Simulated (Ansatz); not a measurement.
Input file:

```yaml
crystal:
  periodic: [false, false, false]
  atoms:
    - {symbol: Br, position_ang: [0.000000, 0.000000, 0.000000]}
    - {symbol: Be, position_ang: [0.000000, 0.000000, 2.037000]}
basis:
  gaussian: {orbitals: "6-31G*"}
total_charge: 1
magnetization: {spin_polarized: true, initial_magnetization: 0}
hamiltonian: {pseudopotentials: {relativity: none}}
correlation: {method: ccsd, electrons: outside_noble_gas}
```

```sh
$ ansatz run in.yaml --threads 1 --pin off --events-out ev --progress --plain --max-ram 2393MiB
```

Roughly how long does this take on 1 thread of AMD EPYC 7B13, shared host, and how much host memory?

3.4 s wall and 0.15 GiB.

```
470 factors; integrals over basis functions are off by at most 1.4e-3 eV
mean field evaluation 1: about -70378.4175 eV, gradient 1.9e1 eV
mean field evaluation 2: about -70378.4511 eV, gradient 1.9e1 eV
mean field evaluation 4: about -70380.8611 eV, gradient 1.1e0 eV
mean field evaluation 8: about -70380.8800 eV, gradient 1.2e-3 eV
mean field evaluation 16: about -70380.7738 eV, gradient 1.0e0 eV
mean field evaluation 32: about -70379.3595 eV, gradient 8.2e-1 eV
mean field evaluation 64: about -70379.2917 eV, gradient 5.3e-1 eV
mean field evaluation 96: about -70379.0560 eV, gradient 5.4e0 eV
mean field evaluation 128: about -70376.3369 eV, gradient 1.7e-1 eV
mean field evaluation 160: about -70375.9427 eV, gradient 3.6e0 eV
mean field evaluation 192: about -70375.6591 eV, gradient 1.4e-1 eV
mean field evaluation 224: about -70380.8800 eV, gradient 2.2e-2 eV
mean field evaluation 256: about -70379.2968 eV, gradient 8.8e-4 eV
mean field evaluation 288: about -70379.2956 eV, gradient 2.2e-1 eV
mean field evaluation 320: about -70377.1578 eV, gradient 4.2e0 eV
mean field evaluation 352: about -70376.3353 eV, gradient 5.3e-4 eV
mean field -70380.87998811 eV, -2586.4496336893 hartree, gradient 2.9e-6 eV, S^2 0.000000; 6 other end points of the search recorded, 0 dependent functions left out
determinant -70380.87998811 eV, -2586.4496336893 hartree, with singles and doubles -70384.92681154 eV, -2586.5983517073 hartree
determinant -70379.29677215 eV, -2586.3914515759 hartree, with singles and doubles -70382.53436554 eV, -2586.5104309383 hartree
15 core orbitals not correlated: weight in the atoms' cores, before any rotation towards them, 1.000 or more for the frozen orbitals, at most 0.000 for the correlated occupied ones
reference -70380.87998811 eV, -2586.4496336893 hartree; 4, 4 occupied and 31, 31 virtual orbitals, 470 factors
second order -3.71084922 eV of doubles, -0.00000000 eV of singles
cycle   1  -4.02976869 eV  change   -1.3e-1 eV  update   2.7e-2
cycle   2  -4.04789849 eV  change   -1.8e-2 eV  update   7.9e-3
cycle   3  -4.04902399 eV  change   -1.1e-3 eV  update   5.2e-3
cycle   4  -4.05053251 eV  change   -1.5e-3 eV  update   1.7e-3
cycle   5  -4.05073018 eV  change   -2.0e-4 eV  update   5.4e-4
cycle   6  -4.05078749 eV  change   -5.7e-5 eV  update   2.1e-4
cycle   7  -4.05082471 eV  change   -3.7e-5 eV  update   7.8e-5
cycle   8  -4.05080660 eV  change    1.8e-5 eV  update   3.3e-5
cycle   9  -4.05080063 eV  change    6.0e-6 eV  update   1.3e-5
cycle  10  -4.05079954 eV  change    1.1e-6 eV  update   3.6e-6
Total energy: -70384.93078766 eV, -2586.5984978268 hartree
```

The T1 diagnostic is 0.022.
